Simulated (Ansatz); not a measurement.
# BNH2Cl (SMILES N[B]Cl) at UCCSD/STO-3G

Aim: the energy change on altering one bond length of BNH2Cl at UCCSD/STO-3G, from 2 runs. 

Program for the calculation: Ansatz 0.2.0.

76 further runs of the same task are left out: 76 set aside as unsound or not needed.

## 1. The system as given

The species is BNH2Cl (5 atoms), meant as a doublet with charge 0. SMILES: `N[B]Cl`. Geometry: relaxed at PBE0-D4/def2-TZVP. This is one conformer, not always the lowest.

Bond lengths: N1–B2 1.376 Å, B2–Cl3 1.746 Å, N1–H4 1.005 Å, N1–H5 1.010 Å. Angles: N1–B2–Cl3 124.3°, B2–N1–H4 122.3°, B2–N1–H5 123.4°, H4–N1–H5 114.3°.

## 2. The energy at UCCSD/STO-3G

Input file in.yaml:

```yaml
basis:
  gaussian: {orbitals: STO-3G}
crystal:
  periodic: [false, false, false]
  atoms:
    - {symbol: N, position_ang: [-0.334000, 0.412100, -0.256700]}
    - {symbol: B, position_ang: [-0.098400, -0.544600, 0.704400]}
    - {symbol: Cl, position_ang: [1.343200, -1.526200, 0.784600]}
    - {symbol: H, position_ang: [-1.176700, 0.959900, -0.273100]}
    - {symbol: H, position_ang: [0.315800, 0.625100, -1.000600]}
magnetization: {spin_polarized: true, initial_magnetization: 1}
correlation: {method: ccsd, frozen_orbitals: {B: 1, Cl: 5, H: 0, "N": 1}}
accuracy: high
scf: {omitted_lower_state_checks: [cluster_reference, increment]}
```

Started as:

```sh
$ ansatz run in.yaml --threads 1 --pin off --max-ram 2610MiB --events-out events.jsonl --progress --plain --runs-dir runs
```

The log of the run, shortened:

```text
Warning: RAYON_NUM_THREADS=1 ignored (pool sized by the plan → 1); use --threads N
Functional definition: HF
  name "HF"
[...]
372 factors; integrals over basis functions are off by at most 2.5e-8 eV
[...]
mean field -14527.24811704 eV, -533.8665213786 hartree, gradient 9.1e-8 eV, S^2 0.758715; 0 other end points of the search recorded, 0 dependent functions left out
7 core orbitals not correlated: weight in the atoms' cores, before any rotation towards them, 1.000 or more for the frozen orbitals, at most 0.000 for the correlated occupied ones
reference -14527.24811704 eV, -533.8665213786 hartree; 9, 8 occupied and 5, 6 virtual orbitals, 372 factors
second order -2.22729989 eV of doubles, -0.00000000 eV of singles
cycle   1  -2.55481334 eV  change   -3.3e-1 eV  update   7.0e-2
[...]
cycle  22  -2.82311459 eV  change   9.9e-10 eV  update  5.8e-10
Total energy: -14530.07123163 eV, -533.9702689264 hartree
Checks for a lower state left out: cluster_reference, increment
```

It took 0.3 s on 1 thread of Arm Neoverse V1, shared host.

## 3. The distorted shape, same level

Input file job.yaml:

```yaml
crystal:
  periodic: [false, false, false]
  atoms:
    - symbol: "N"
      position_ang: [-0.496479, 0.358840, -0.070691]
    - symbol: B
      position_ang: [-0.260879, -0.597860, 0.890409]
    - symbol: Cl
      position_ang: [1.180721, -1.579460, 0.970609]
    - symbol: H
      position_ang: [-1.339179, 0.906640, -0.087091]
    - symbol: H
      position_ang: [0.315800, 0.625100, -1.000600]
basis:
  gaussian: {orbitals: STO-3G}
total_charge: 0
magnetization: {spin_polarized: true, initial_magnetization: 1}
correlation: {method: ccsd, frozen_orbitals: {B: 1, Cl: 5, H: 0, "N": 1}}
accuracy: high
scf: {omitted_lower_state_checks: [cluster_reference, increment]}
```

Started as:

```sh
$ ansatz run job.yaml --threads 1 --pin off --max-ram 2610MiB --events-out events.jsonl --progress --plain --runs-dir runs
```

The log of the run, shortened:

```text
Warning: RAYON_NUM_THREADS=1 ignored (pool sized by the plan → 1); use --threads N
[... 2 set-up lines as earlier in the session ...]
[...]
372 factors; integrals over basis functions are off by at most 3.0e-8 eV
[...]
mean field -14526.11552856 eV, -533.8248995197 hartree, gradient 1.3e-8 eV, S^2 0.768116; 0 other end points of the search recorded, 0 dependent functions left out
7 core orbitals not correlated: weight in the atoms' cores, before any rotation towards them, 1.000 or more for the frozen orbitals, at most 0.000 for the correlated occupied ones
reference -14526.11552856 eV, -533.8248995197 hartree; 9, 8 occupied and 5, 6 virtual orbitals, 372 factors
second order -2.52958358 eV of doubles, -0.00000000 eV of singles
cycle   1  -2.90873876 eV  change   -3.8e-1 eV  update   7.9e-2
[...]
cycle  24  -3.25704313 eV  change    1.2e-9 eV  update  7.8e-10
Total energy: -14529.37257169 eV, -533.9445936470 hartree
Checks for a lower state left out: cluster_reference, increment
```

Wall time 0.32 s (1 thread of Arm Neoverse V1, shared host).

## 4. Results

Level: UCCSD/STO-3G, 7 core orbitals frozen.

| quantity | value |
| --- | --- |
| first shape: total energy | -533.97027 Eh |
| first shape: correlation energy (7 core orbitals frozen) | -103.7 mEh |
| first shape: ⟨S²⟩ of the reference determinant | 0.759 |
| first shape: T1 diagnostic | 0.017 |
| distorted shape: total energy | -533.94459 Eh |
| distorted shape: correlation energy (7 core orbitals frozen) | -119.7 mEh |
| distorted shape: ⟨S²⟩ of the reference determinant | 0.768 |
| distorted shape: T1 diagnostic | 0.019 |
| energy change with the N1–H5 bond stretched from 1.010 to 1.263 Å | 0.699 eV |

With the N1–H5 bond stretched from 1.010 to 1.263 Å the energy rises by 0.70 eV (16.1 kcal/mol). The first shape isn't relaxed at this level, so the change isn't measured from a minimum. The minimal basis adds a large error of its own.
